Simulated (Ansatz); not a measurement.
# SF (Monosulfur monofluoride) at 6 levels

Aim: a comparison of 6 runs (UHF/STO-3G, U-revPBE/STO-3G, U-wB97X/STO-3G, UPBE/STO-3G, UPBE0/STO-3G, UCCSDT(Q)/STO-3G) of SF (Monosulfur monofluoride). 

Program for the calculation: Ansatz 0.2.0.

34 further runs of the same task are left out: 6 that didn't finish, 28 set aside as unsound or not needed.

**1. The molecule**

SF has 2 atoms, charge 0, and is taken as a doublet. SMILES: `F[S]`. The S2–F1 distance was set to 3.986 Å, away from the relaxed value.

**2. The energy at UHF/STO-3G (run 1)**

in.yaml

```yaml
crystal:
  periodic: [false, false, false]
  atoms:
    - symbol: F
      position_ang: [-0.000000, -0.000000, -2.375290]
    - symbol: S
      position_ang: [0.000000, 0.000000, 1.610410]
basis:
  gaussian: {orbitals: STO-3G}
accuracy: high
magnetization: {spin_polarized: true, initial_magnetization: 1}
hamiltonian: {xc: hf}
```

Command:

```bash
ansatz run in.yaml --threads 1 --pin off --max-ram 3480MiB --events-out events.jsonl --progress --plain --runs-dir runs
```

What it wrote:

```text
Warning: RAYON_NUM_THREADS=1 ignored (pool sized by the plan → 1); use --threads N
Functional definition: HF
  name "HF"
  exchange = exact_x
  correlation = 0
198 factors; integrals over basis functions are off by at most 4.7e-9 eV
mean field evaluation 1: about -13348.2725 eV, gradient 1.1e0 eV
mean field evaluation 2: about -13348.2739 eV, gradient 1.1e0 eV
mean field evaluation 4: about -13348.1162 eV, gradient 4.1e0 eV
mean field evaluation 8: about -13361.0724 eV, gradient 3.6e0 eV
mean field evaluation 16: about -13362.7639 eV, gradient 2.1e0 eV
mean field evaluation 32: about -13363.9674 eV, gradient 2.6e-6 eV
mean field evaluation 64: about -13363.9701 eV, gradient 2.4e-3 eV
mean field evaluation 96: about -13363.9667 eV, gradient 7.5e-2 eV
mean field evaluation 128: about -13363.0833 eV, gradient 1.6e-1 eV
mean field evaluation 160: about -13363.0797 eV, gradient 1.0e-1 eV
mean field evaluation 192: about -13358.0977 eV, gradient 1.2e1 eV
mean field -13363.97123195 eV, -491.1168843492 hartree, gradient 2.7e-8 eV, S^2 1.750000; 10 other end points of the search recorded, 0 dependent functions left out
reference -13363.97123195 eV, -491.1168843492 hartree; 13, 12 occupied and 1, 2 virtual orbitals, 198 factors
Total energy: -13363.97123195 eV, -491.1168843492 hartree
```

It took 0.36 s on 1 thread of Arm Neoverse V1, shared host.

**3. The energy at U-revPBE/STO-3G (run 2)**

input.yaml

```yaml
crystal:
  periodic: [false, false, false]
  atoms:
    - {symbol: F, position_ang: [-0.000000, -0.000000, -2.375290]}
    - {symbol: S, position_ang: [0.000000, 0.000000, 1.610410]}
basis:
  gaussian: {orbitals: STO-3G}
magnetization: {spin_polarized: true, initial_magnetization: 1}
hamiltonian: {xc: {name: revPBE}}
accuracy: high
```

Command:

```bash
ansatz run input.yaml --threads 1 --pin off --max-ram 3480MiB --events-out events.jsonl --progress --plain --runs-dir runs
```

What it wrote, cut to the lines that bear on the results:

```text
Warning: RAYON_NUM_THREADS=1 ignored (pool sized by the plan → 1); use --threads N
Functional definition: revPBE
  name "revPBE"
[...]
198 factors; integrals over basis functions are off by at most 4.7e-9 eV
[...]
mean field -13383.59073577 eV, -491.8378878157 hartree, gradient 1.1e-9 eV, S^2 1.750000; 24 other end points of the search recorded, 0 dependent functions left out
reference -13383.59073708 eV, -491.8378878641 hartree; 13, 12 occupied and 1, 2 virtual orbitals, 198 factors
Total energy: -13383.59073708 eV, -491.8378878641 hartree
```

Run time: 38 s. Hardware: 1 thread of Arm Neoverse V1, shared host; peak memory 0.097 GiB.

Runs 3 to 5 aren't shown in full; the table further down has their settings and results.

**4. A single-point energy at UCCSDT(Q)/STO-3G (run 6)**

in.yaml

```yaml
crystal:
  periodic: [false, false, false]
  atoms:
    - {symbol: F, position_ang: [-0.000000, -0.000000, -2.375290]}
    - {symbol: S, position_ang: [0.000000, 0.000000, 1.610410]}
basis:
  gaussian: {orbitals: STO-3G}
magnetization: {spin_polarized: true, initial_magnetization: 1}
correlation: {method: ccsdt_q, frozen_orbitals: {F: 1, S: 5}}
accuracy: high
scf: {omitted_lower_state_checks: [cluster_reference, increment]}
```

Command:

```bash
ansatz run in.yaml --threads 1 --pin off --max-ram 3480MiB --events-out events.jsonl --progress --plain --runs-dir runs
```

What it wrote:

```text
Warning: RAYON_NUM_THREADS=1 ignored (pool sized by the plan → 1); use --threads N
[... 19 lines left out ...]
6 core orbitals not correlated: weight in the atoms' cores, before any rotation towards them, 1.000 or more for the frozen orbitals, at most 0.000 for the correlated occupied ones
[... 252 lines left out ...]
Total energy: -13363.97272227 eV, -491.1169391174 hartree
Checks for a lower state left out: cluster_reference, increment
```

It took 1.2 s on 1 thread of Arm Neoverse V1, shared host.

**5. The series**

```
run             level  frozen core orbitals  energy (Eh)   ⟨S²⟩  wall time
  1        UHF/STO-3G                     –  -491.116884  1.750     0.36 s
  2   U-revPBE/STO-3G                     –  -491.837888  1.750       38 s
  3    U-wB97X/STO-3G                     –  -491.950523  1.750       68 s
  4       UPBE/STO-3G                     –  -491.647789  1.750       31 s
  5      UPBE0/STO-3G                     –  -491.748894  1.750       12 s
  6  UCCSDT(Q)/STO-3G                     6  -491.116939  1.750      1.2 s
```

**6. Summary of results**

| quantity | value |
| --- | --- |
| run 6: total energy | -491.11694 Eh |
| run 6: correlation energy (6 core orbitals frozen) | -0.1 mEh |
| run 6: ⟨S²⟩ of the reference determinant | 1.750 |
| run 6: T1 diagnostic | 0.000 |

Totals of different functionals can't be ranked against each other. In runs 1, 2, 3, 4, 5, 6 the basis is minimal, so the values are rough. Spin contamination of the reference: run 1 ⟨S²⟩ = 1.75, run 6 ⟨S²⟩ = 1.75, run 4 ⟨S²⟩ = 1.75, run 3 ⟨S²⟩ = 1.75, run 2 ⟨S²⟩ = 1.75, run 5 ⟨S²⟩ = 1.75. Where it is this large, the reference is a mixture of spin states, and values that rest on it are in doubt. All runs together took 2.5 min, the longest 68 s.
